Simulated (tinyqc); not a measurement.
Inside a calculation (part 2 of 2). Method: RHF in the sto-3g basis, for LiH, spin multiplicity 1. Computed by tinyqc, a small Python program that keeps every step (integrals from PySCF). Command: `OMP_NUM_THREADS=1 python tinyqc.py 30341 30342 out.jsonl` (the two numbers bound the seeds that draw the settings). One thread of a shared host (Intel(R) Xeon(R) Processor @ 2.60GHz), about 0.06 s of CPU time with the checks.

Geometry (angstrom):
```
atom         x         y         z
Li    0.000000  0.000000  0.000000
H     0.000000  0.000000  1.907000
```

## Iteration 4: DIIS over 3 matrices

error matrix X^T (FDS - SDF) X:
$$\begin{pmatrix}
0.000000 & -0.000349 & 0.000000 & 0.000000 & 0.000897 & 0.000218 \\
0.000349 & 0.000000 & 0.000000 & 0.000000 & -0.002781 & -0.001401 \\
0.000000 & 0.000000 & 0.000000 & 0.000000 & 0.000000 & 0.000000 \\
0.000000 & 0.000000 & 0.000000 & 0.000000 & 0.000000 & 0.000000 \\
-0.000897 & 0.002781 & 0.000000 & 0.000000 & 0.000000 & 0.002564 \\
-0.000218 & 0.001401 & 0.000000 & 0.000000 & -0.002564 & 0.000000
\end{pmatrix}$$

B (overlaps of the stored error matrices):
$$\begin{pmatrix}
2.0417926e-03 & 4.7681058e-04 & 1.0910595e-04 \\
4.7681058e-04 & 1.8889779e-04 & 7.2389341e-05 \\
1.0910595e-04 & 7.2389341e-05 & 3.4499311e-05
\end{pmatrix}$$

Minimise |sum c_i e_i|^2 with sum c_i = 1: solve [B -1; -1 0][c; lambda] = [0; -1] with B_ij = tr e_i^T e_j, and take F = sum c_i F_i.

DIIS coefficients: [0.177773, -1.227730, 2.049957]

extrapolated F (hartree), order 1Li 1s, 1Li 2s, 1Li 2px, 1Li 2py, 1Li 2pz, 2H 1s:
$$\begin{pmatrix}
-2.355396 & -0.641110 & 0.000000 & 0.000000 & 0.014608 & -0.093853 \\
-0.641110 & -0.216092 & 0.000000 & 0.000000 & -0.080922 & -0.226084 \\
0.000000 & 0.000000 & 0.162880 & 0.000000 & 0.000000 & 0.000000 \\
0.000000 & 0.000000 & 0.000000 & 0.162880 & 0.000000 & 0.000000 \\
0.014608 & -0.080922 & 0.000000 & 0.000000 & 0.032118 & -0.213107 \\
-0.093853 & -0.226084 & 0.000000 & 0.000000 & -0.213107 & -0.103503
\end{pmatrix}$$

## Iteration 4: diagonalisation and new density

X, order 1Li 1s, 1Li 2s, 1Li 2px, 1Li 2py, 1Li 2pz, 2H 1s:
$$\begin{pmatrix}
1.023413 & -0.130474 & 0.000000 & 0.000000 & -0.007183 & 0.017063 \\
-0.130474 & 1.074926 & 0.000000 & 0.000000 & 0.070808 & -0.203959 \\
0.000000 & 0.000000 & 1.000000 & 0.000000 & 0.000000 & 0.000000 \\
0.000000 & 0.000000 & 0.000000 & 1.000000 & 0.000000 & 0.000000 \\
-0.007183 & 0.070808 & 0.000000 & 0.000000 & 1.096153 & -0.277978 \\
0.017063 & -0.203959 & 0.000000 & 0.000000 & -0.277978 & 1.146565
\end{pmatrix}$$

Diagonalise F' = X^T F X, C = X C', fill 2 alpha and 2 beta electrons from the bottom; D = 2 C_occ C_occ^T. Each column has its largest component positive (the first on a tie).

F' = X^T F X (hartree):
$$\begin{pmatrix}
-2.302061 & -0.359520 & 0.000000 & 0.000000 & 0.014318 & 0.006414 \\
-0.359520 & -0.026391 & 0.000000 & 0.000000 & 0.010109 & -0.229796 \\
0.000000 & 0.000000 & 0.162880 & 0.000000 & 0.000000 & 0.000000 \\
0.000000 & 0.000000 & 0.000000 & 0.162880 & 0.000000 & 0.000000 \\
0.014318 & 0.010109 & 0.000000 & 0.000000 & 0.155645 & -0.269373 \\
0.006414 & -0.229796 & 0.000000 & 0.000000 & -0.269373 & 0.089800
\end{pmatrix}$$

orbital energies (hartree): MO1 -2.357911, MO2 -0.258391, MO3 0.074682, MO4 0.162880, MO5 0.162880, MO6 0.458613

coefficients C, order 1Li 1s, 1Li 2s, 1Li 2px, 1Li 2py, 1Li 2pz, 2H 1s:
$$\begin{pmatrix}
0.991408 & -0.153522 & -0.213328 & 0.000000 & 0.000000 & 0.113017 \\
0.033421 & 0.480532 & 0.798101 & 0.000000 & 0.000000 & -0.591701 \\
0.000000 & 0.000000 & 0.000000 & 0.575718 & 0.817648 & 0.000000 \\
0.000000 & 0.000000 & 0.000000 & 0.817648 & -0.575718 & 0.000000 \\
-0.004883 & 0.334998 & -0.603067 & 0.000000 & 0.000000 & -0.898861 \\
-0.000128 & 0.572630 & -0.170625 & 0.000000 & 0.000000 & 1.037668
\end{pmatrix}$$

D after iteration 4, order 1Li 1s, 1Li 2s, 1Li 2px, 1Li 2py, 1Li 2pz, 2H 1s:
$$\begin{pmatrix}
2.012919 & -0.081277 & 0.000000 & 0.000000 & -0.112541 & -0.176076 \\
-0.081277 & 0.464056 & 0.000000 & 0.000000 & 0.321629 & 0.550326 \\
0.000000 & 0.000000 & 0.000000 & 0.000000 & 0.000000 & 0.000000 \\
0.000000 & 0.000000 & 0.000000 & 0.000000 & 0.000000 & 0.000000 \\
-0.112541 & 0.321629 & 0.000000 & 0.000000 & 0.224496 & 0.383661 \\
-0.176076 & 0.550326 & 0.000000 & 0.000000 & 0.383661 & 0.655810
\end{pmatrix}$$

Within a degenerate level the vectors are fixed only up to a rotation; this is one choice.

## Iteration 6 (converged): orbitals

converged F (hartree), order 1Li 1s, 1Li 2s, 1Li 2px, 1Li 2py, 1Li 2pz, 2H 1s:
$$\begin{pmatrix}
-2.355500 & -0.641145 & 0.000000 & 0.000000 & 0.014561 & -0.093857 \\
-0.641145 & -0.216030 & 0.000000 & 0.000000 & -0.080833 & -0.226014 \\
0.000000 & 0.000000 & 0.162855 & 0.000000 & 0.000000 & 0.000000 \\
0.000000 & 0.000000 & 0.000000 & 0.162855 & 0.000000 & 0.000000 \\
0.014561 & -0.080833 & 0.000000 & 0.000000 & 0.032119 & -0.213083 \\
-0.093857 & -0.226014 & 0.000000 & 0.000000 & -0.213083 & -0.103435
\end{pmatrix}$$

As before.

F' = X^T F X (hartree):
$$\begin{pmatrix}
-2.302160 & -0.359555 & 0.000000 & 0.000000 & 0.014255 & 0.006424 \\
-0.359555 & -0.026326 & 0.000000 & 0.000000 & 0.010203 & -0.229764 \\
0.000000 & 0.000000 & 0.162855 & 0.000000 & 0.000000 & 0.000000 \\
0.000000 & 0.000000 & 0.000000 & 0.162855 & 0.000000 & 0.000000 \\
0.014255 & 0.010203 & 0.000000 & 0.000000 & 0.155648 & -0.269377 \\
0.006424 & -0.229764 & 0.000000 & 0.000000 & -0.269377 & 0.089854
\end{pmatrix}$$

orbital energies (hartree): MO1 -2.358016, MO2 -0.258270, MO3 0.074618, MO4 0.162855, MO5 0.162855, MO6 0.458685

coefficients C, order 1Li 1s, 1Li 2s, 1Li 2px, 1Li 2py, 1Li 2pz, 2H 1s:
$$\begin{pmatrix}
0.991407 & -0.153500 & -0.213327 & 0.000000 & 0.000000 & 0.113057 \\
0.033426 & 0.480416 & 0.798106 & 0.000000 & 0.000000 & -0.591788 \\
0.000000 & 0.000000 & 0.000000 & 0.958675 & -0.284503 & 0.000000 \\
0.000000 & 0.000000 & 0.000000 & 0.284503 & 0.958675 & 0.000000 \\
-0.004861 & 0.335015 & -0.603101 & 0.000000 & 0.000000 & -0.898832 \\
-0.000139 & 0.572703 & -0.170483 & 0.000000 & 0.000000 & 1.037651
\end{pmatrix}$$

D after iteration 6, order 1Li 1s, 1Li 2s, 1Li 2px, 1Li 2py, 1Li 2pz, 2H 1s:
$$\begin{pmatrix}
2.012902 & -0.081210 & 0.000000 & 0.000000 & -0.112488 & -0.176096 \\
-0.081210 & 0.463834 & 0.000000 & 0.000000 & 0.321568 & 0.550262 \\
0.000000 & 0.000000 & 0.000000 & 0.000000 & 0.000000 & 0.000000 \\
0.000000 & 0.000000 & 0.000000 & 0.000000 & 0.000000 & 0.000000 \\
-0.112488 & 0.321568 & 0.000000 & 0.000000 & 0.224518 & 0.383730 \\
-0.176096 & 0.550262 & 0.000000 & 0.000000 & 0.383730 & 0.655976
\end{pmatrix}$$

Within a degenerate level the vectors are fixed only up to a rotation; this is one choice.

## Convergence

Stop when the energy changes by less than 1e-08 hartree and every element of the error matrix X^T (F D S - S D F) X is below 3e-05.

Course of the cycle:
```
iteration  E (hartree)     change  largest element of the error matrix
1          -7.82650921          -                             1.86e-01
2          -7.83936361  -1.29e-02                             2.28e-02
3          -7.84016564  -8.02e-04                             6.62e-03
4          -7.84038350  -2.18e-04                             2.78e-03
5          -7.84043504  -5.15e-05                             7.23e-05
6          -7.84043505  -9.67e-09                             1.27e-05
```

PySCF RHF in the same basis = -7.84043505 hartree

Converged in 6 iterations.

## Populations, bond orders and dipole

overlap S, order 1Li 1s, 1Li 2s, 1Li 2px, 1Li 2py, 1Li 2pz, 2H 1s:
$$\begin{pmatrix}
1.000000 & 0.241137 & 0.000000 & 0.000000 & 0.000000 & 0.034110 \\
0.241137 & 1.000000 & 0.000000 & 0.000000 & 0.000000 & 0.320257 \\
0.000000 & 0.000000 & 1.000000 & 0.000000 & 0.000000 & 0.000000 \\
0.000000 & 0.000000 & 0.000000 & 1.000000 & 0.000000 & 0.000000 \\
0.000000 & 0.000000 & 0.000000 & 0.000000 & 1.000000 & 0.444973 \\
0.034110 & 0.320257 & 0.000000 & 0.000000 & 0.444973 & 1.000000
\end{pmatrix}$$

Mulliken: Z minus the diagonal of D S on the atom; Loewdin: the same with S^(1/2) D S^(1/2); Mayer order: 2 sum_s sum (D(s) S)_ij (D(s) S)_ji over the two atoms.

Charges (e):
```
atom   Mulliken    Loewdin
1Li   -0.003056  -0.003309
2H     0.003056   0.003309
```

Mayer bond orders:
```
pair     order
2-1   0.999991
```

dipole moment about the origin, x y z (debye): [0.000000, 0.000000, -4.963649]
